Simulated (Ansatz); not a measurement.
in.yaml

```yaml
crystal:
  periodic: [false, false, false]
  atoms:
    - {symbol: Al, position_ang: [0.000000, -0.540753, 0.000000]}
    - {symbol: O, position_ang: [0.000000, 0.455965, -1.445843]}
    - {symbol: O, position_ang: [0.000000, 0.455965, 1.445843]}
basis:
  gaussian: {orbitals: 6-31G}
total_charge: 1
magnetization: {spin_polarized: false, initial_magnetization: 4}
hamiltonian: {xc: {name: r2SCAN}}
correlation: {method: bccd_t, electrons: outside_noble_gas}
```

```sh
$ ansatz run in.yaml --threads 1 --pin off --events-out ev --progress --plain --max-ram 2393MiB
```

The program prints:

```
288 factors; integrals over basis functions are off by at most 1.3e-4 eV
mean field evaluation 1: about -10664.9321 eV, gradient 5.0e1 eV
mean field evaluation 2: about -10664.9118 eV, gradient 5.0e1 eV
mean field evaluation 4: about -10670.8239 eV, gradient 9.1e0 eV
mean field evaluation 8: about -10671.2961 eV, gradient 2.7e-1 eV
mean field evaluation 16: about -10671.2766 eV, gradient 1.4e-2 eV
mean field evaluation 32: about -10671.2387 eV, gradient 3.2e-3 eV
mean field evaluation 64: about -10670.3865 eV, gradient 1.7e-6 eV
mean field evaluation 96: about -10671.2754 eV, gradient 7.7e-2 eV
mean field evaluation 128: about -10671.2087 eV, gradient 2.5e0 eV
mean field evaluation 160: about -10671.2766 eV, gradient 2.4e-2 eV
mean field -10671.27663646 eV, -392.1621831386 hartree, gradient 4.1e-7 eV, S^2 6.000000; 9 other end points of the search recorded, 0 dependent functions left out
...
7 core orbitals not correlated: weight in the atoms' cores, before any rotation towards them, 1.000 or more for the frozen orbitals, at most 0.000 for the correlated occupied ones
reference -10641.36017084 eV, -391.0627733055 hartree; 9, 5 occupied and 15, 19 virtual orbitals, 288 factors
second order -6.39134104 eV of doubles, -0.68774067 eV of singles
...
cycle  14  -6.80644385 eV  change    3.3e-5 eV  update   7.5e-5
cycle  15  -6.80647775 eV  change   -3.4e-5 eV  update   4.9e-5
cycle  16  -6.80652624 eV  change   -4.8e-5 eV  update   3.7e-5
cycle  17  -6.80652510 eV  change    1.1e-6 eV  update   2.6e-5
cycle  18  -6.80651574 eV  change    9.4e-6 eV  update   2.0e-5
cycle  19  -6.80651616 eV  change   -4.2e-7 eV  update   1.5e-5
cycle  20  -6.80652458 eV  change   -8.4e-6 eV  update   1.2e-5
cycle  21  -6.80652959 eV  change   -5.0e-6 eV  update   8.1e-6
cycle  22  -6.80653238 eV  change   -2.8e-6 eV  update   4.8e-6
cycle  23  -6.80653384 eV  change   -1.5e-6 eV  update   2.3e-6
perturbative correction -0.24492270 eV, -0.0090007431 hartree
WARN: these amplitudes may be one of several solutions (largest doubles amplitude 0.11, level shift 16.25 eV)
Total energy: -10648.41162738 eV, -391.3219095537 hartree
```

Ran on 1 thread of Arm Neoverse V1, shared host: 30 s wall, 0.2 GiB peak host memory.
